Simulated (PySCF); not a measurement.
**TDDFT excited states: C3H8**

Propane, C3H8.
Structure used (PBE0-D3(BJ)/def2-SVP), in Å, numbered top down from 1:
```
atom  x, y, z in Å
C1     1.2114    0.4494   -0.0917
C2     0.1245   -0.6067    0.0390
C3    -1.2787   -0.0209    0.0717
H4     2.2167    0.0020   -0.1131
H5     1.0882    1.0362   -1.0168
H6     1.1807    1.1598    0.7510
H7     0.2967   -1.2003    0.9534
H8     0.2038   -1.3211   -0.7990
H9    -2.0472   -0.8044    0.1574
H10   -1.4059    0.6665    0.9239
H11   -1.4922    0.5539   -0.8449
```

Method: TDDFT PBE0/def2-SVPD, vertical, gas phase, core orbitals frozen in the response (PySCF 2.14.0, density-fitted response routines).

| state | E (eV) | λ (nm) | ν̃ (cm⁻¹) | f | symmetry | main configurations (H = HOMO, L = LUMO) |
| --- | --- | --- | --- | --- | --- | --- |
| S1 | 8.65 | 143.4 | 69740 | 0.0028 | B1 or B2 | H→L (98%) |
| S2 | 9.09 | 136.4 | 73300 | 0.0071 | A1 | H-1→L (97%) |
| S3 | 9.14 | 135.7 | 73720 | 0.050 | B1 or B2 | H-2→L (99%) |
| S4 | 9.53 | 130.1 | 76850 | 0.0000 | – | H→L+1 (94%) |
| S5 | 9.69 | 128.0 | 78150 | 0.123 | B1 or B2 | H→L+2 (98%) |
| S6 | 9.88 | 125.4 | 79720 | 0.017 | B1 or B2 | H-1→L+1 (95%) |
| S7 | 10.02 | 123.7 | 80830 | 0.052 | A1 | H-2→L+1 (71%), H-1→L+2 (26%) |
| S8 | 10.05 | 123.4 | 81070 | 0.050 | A1 | H-1→L+2 (66%), H-2→L+1 (26%) |
| S9 | 10.20 | 121.6 | 82250 | 0.014 | B1 or B2 | H-2→L+2 (99%) |
| S10 | 10.20 | 121.5 | 82300 | 0.0000 | – | H-3→L (93%) |

Triplets (Tamm–Dancoff): T1 8.38 eV, H→L (94%); T2 8.75 eV, H-1→L (94%); T3 8.89 eV, H-2→L (95%); T4 9.28 eV, H→L+1 (79%), H-3→L (16%).

The lowest singlet comes at 143 nm (834 kJ/mol) in the vacuum ultraviolet; it is very weak; its leading configuration is HOMO→LUMO (98%). The strongest level in the table is S5 at 9.69 eV (128 nm, f = 0.123). S9/S10 lie within about 0.01 eV of each other. Löwdin shares by element: HOMO carbon 54%, hydrogen 12% or more (atoms not listed hold the other 34%); LUMO carbon 54%, hydrogen 6% or more (atoms not listed hold the other 40%). Of the 10 states listed, 6 reach f = 0.01 and 2 stay under 0.0005. Orbital energies (eV): HOMO-3 -10.60, HOMO-2 -9.54, HOMO-1 -9.44, HOMO -9.08, LUMO 0.86, LUMO+1 1.64, LUMO+2 1.84. The listed states span 1.56 eV, and the widest gap between neighbours is 0.44 eV (S1 to S2). No computed singlet lies in the visible range (380 to 750 nm); the lowest, at 143 nm, stands 5.38 eV above its violet end (3.26 eV). All these states lie below the vertical ionisation energy of 11.44 eV (ΔSCF). Symmetry labels in C2v follow from the direction of the transition dipole and are given only for states with f of 0.002 or more; B1 and B2 swap with the choice of axes. Only the lowest 10 singlets were computed, as vertical energies without vibronic structure.
